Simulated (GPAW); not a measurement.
**CH6Al− (SMILES [CH3][AlH3-]) at BP86/dzp (scalar-relativistic datasets)**

Aim: a geometry optimisation of CH6Al−. The job is set up through an ASE script.

The calculation is run with GPAW 26.7.0.

4 further runs of the same task are left out: 4 set aside as unsound or not needed.

## 1. Starting point

The species is CH6Al− (8 atoms), meant as a singlet with charge -1. SMILES: `[CH3][AlH3-]`. The shape comes from GFN2-xTB, which is rough for such elements, and wasn't checked as a minimum. The run starts from this shape.

Bond lengths: C1–Al2 2.053 Å, C1–H3 1.101 Å, C1–H4 1.101 Å, C1–H5 1.101 Å, Al2–H6 1.627 Å, Al2–H7 1.627 Å, Al2–H8 1.627 Å. Some angles: C1–Al2–H6 110.0°, C1–Al2–H7 109.9°, C1–Al2–H8 109.9°, Al2–C1–H3 113.6°, Al2–C1–H4 113.4°, Al2–C1–H5 113.6°, H6–Al2–H7 109.0°, H6–Al2–H8 109.0°, H7–Al2–H8 109.0°, H3–C1–H4 105.1°.

## 2. A structure relaxation at BP86/dzp (scalar-relativistic datasets)

Input file ch6al.xyz:

```xyz
8

C     -0.185370     0.110880    -1.047660
Al     0.169610    -0.101930     0.963040
H     -0.521810    -0.816370    -1.536220
H      0.700640     0.430360    -1.617480
H     -0.960790     0.856480    -1.281010
H     -0.795660     0.899680     1.806550
H      1.722010     0.255820     1.292680
H     -0.128620    -1.634930     1.420110
```

Input file calc.py:

```python
from ase.io import read, write
from ase.optimize import BFGSLineSearch
from gpaw import GPAW, setup_paths
from gpaw.atom.configurations import parameters
from gpaw.atom.generator import Generator
from gpaw.utilities.adjust_cell import adjust_cell

mol = read("ch6al.xyz")
adjust_cell(mol, 6.0, h=0.18)

for symbol in ["Al", "C", "H"]:
    Generator(symbol, xcname="GGA_X_B88+GGA_C_P86", scalarrel=True, nofiles=True, txt=None).run(**parameters[symbol])
setup_paths.insert(0, ".")

calculator = GPAW(mode="lcao",
                  charge=-1,
                  maxiter=150,
                  h=0.18,
                  basis="dzp",
                  xc="GGA_X_B88+GGA_C_P86",
                  txt="-")
mol.calc = calculator

opt = BFGSLineSearch(mol, trajectory="ch6al.traj")
converged = opt.run(fmax=0.02, steps=40)
print("Converged:", converged)
print(f"Final energy: {mol.get_potential_energy():.5f} eV")
print(f"r(H4-C0) = {mol.get_distance(4, 0):.4f} Ang")
print(f"r(H5-Al1)               {mol.get_distance(5, 1):.4f} Ang")
write("relaxed.xyz", mol)
```

Started as:

```sh
$ python3 calc.py
```

Standard output:

```text
[...]
Number of symmetries: 1
[...]
  Number of IBZ points: 1
[...]
basis functions: 56
Spin-components: 1 (collinear spins)
Bands:           13
[...]
  Valence electrons: 13.0
[...]
  Grid points: [84 84 88]
  Charge: -1.0  # |e|
[...]
    cutoffs:
[...]
occupation numbers:
  # Zero width
[...]
xc functional:
  name: GGA_X_B88+GGA_C_P86 with 2 nearest neighbor stencil
[...]
|iter     |     time |      energy | eigst |  dens |
[...]
|iter:   1| 00:00:12 |  -34.130662 |      c|       |
[...]
Converged in 9 steps
[...]
dipole moment: (-7.338141, -7.833035, -8.746328)  # |e|*Ang
Fermi level: 2.421
[...]
Converged in 8 steps
[...]
Converged in 7 steps
[...]
Converged in 6 steps
[...]
Converged in 6 steps
[...]
|iter:   6| 00:02:10 |  -33.087701c|      c| -4.42c|
Converged in 6 steps
[...]
Energy contributions relative to reference atoms: (reference = -7712.767197)
Energy contributions:
  Kinetic:          27.971601
  Coulomb:         -27.227873
  Zero:              0.019266
  External:          0.000000
  Xc:              -33.850695
  Entropy:           0.000000
  Spinorbit:         0.000000
  ----------------------------
  Free energy:     -33.087701
  Extrapolated:    -33.087701
dipole moment: (-7.339998, -7.831769, -8.756381)  # |e|*Ang
Fermi level: 2.392
Eigenvalues  # (at kpt = [0.000, 0.000, 0.000])
| band index |      eig [eV] | occ [0-2] |
|------------|---------------|-----------|
|          0 |       -11.303 |     2.000 |
|          1 |        -4.244 |     2.000 |
|          2 |        -4.244 |     2.000 |
|          3 |        -4.078 |     2.000 |
|          4 |        -0.983 |     2.000 |
|          5 |        -0.865 |     2.000 |
|          6 |        -0.856 |     2.000 |
|          7 |         5.639 |     0.000 |
|          8 |         6.641 |     0.000 |
|          9 |         6.653 |     0.000 |
|         10 |         7.610 |     0.000 |
|         11 |         7.986 |     0.000 |
[...]
Gap: 6.495 eV
Transition (v -> c):
[...]
Forces  # eV/Ang
|        x |        y |        z |
|----------|----------|----------|
|  0.00091 | -0.01671 | -0.00749 |  # C    0
|  0.01033 | -0.01431 |  0.00722 |  # Al   1
| -0.00073 | -0.00918 |  0.00731 |  # H    2
|  0.00829 |  0.00084 | -0.00123 |  # H    3
| -0.01598 |  0.00812 |  0.00402 |  # H    4
| -0.00042 |  0.00075 | -0.00714 |  # H    5
| -0.01286 |  0.00103 | -0.00573 |  # H    6
|  0.00265 |  0.01504 | -0.00795 |  # H    7
Force computation time: 0.344  # s
BFGSLineSearch:    4[  7] hh:mm:ss      -33.087701       0.0191
Converged: True
Final energy: -33.08770 eV
r(H4-C0) = 1.1195 Ang
r(H5-Al1)               1.6551 Ang
```

Wall time 2.2 min (1 thread of Arm Neoverse V1, shared host); peak memory 1.4 GiB.

The path in brief:

| step | energy from the first frame kept (eV) | largest force (eV/Å) |
| --- | --- | --- |
| 0 | 0.0000 | 0.6546 |
| 1 | -0.0221 | 0.4059 |
| 2 | -0.0318 | 0.0437 |
| 3 | -0.0319 | 0.0333 |
| 4 | -0.0320 | 0.0191 |

After the run. Bond lengths: C1–Al2 2.051 Å, C1–H3 1.120 Å, C1–H4 1.120 Å, C1–H5 1.119 Å, Al2–H6 1.655 Å, Al2–H7 1.656 Å, Al2–H8 1.655 Å. Some angles: C1–Al2–H6 110.1°, C1–Al2–H7 110.1°, C1–Al2–H8 110.0°, Al2–C1–H3 112.9°, Al2–C1–H4 112.7°, Al2–C1–H5 112.8°, H6–Al2–H7 108.8°, H6–Al2–H8 108.9°, H7–Al2–H8 108.8°, H3–C1–H4 106.0°.

## 3. What came out

Level: BP86/dzp (scalar-relativistic datasets).

| quantity | value |
| --- | --- |
| energy as printed (from the program's reference atoms) | -33.0877 eV |
| HOMO energy | -0.86 eV |
| LUMO energy | 5.64 eV |
| HOMO–LUMO gap (to an unbound level, set by the basis) | 6.49 eV |

At the final geometry: Bond lengths: C1–Al2 2.051 Å, C1–H3 1.120 Å, C1–H4 1.120 Å, C1–H5 1.119 Å, Al2–H6 1.655 Å, Al2–H7 1.656 Å, Al2–H8 1.655 Å. Some angles: C1–Al2–H6 110.1°, C1–Al2–H7 110.1°, C1–Al2–H8 110.0°, Al2–C1–H3 112.9°, Al2–C1–H4 112.7°, Al2–C1–H5 112.8°, H6–Al2–H7 108.8°, H6–Al2–H8 108.9°, H7–Al2–H8 108.8°, H3–C1–H4 106.0°. The optimisation took 4 steps and changed the energy by -0.032 eV.
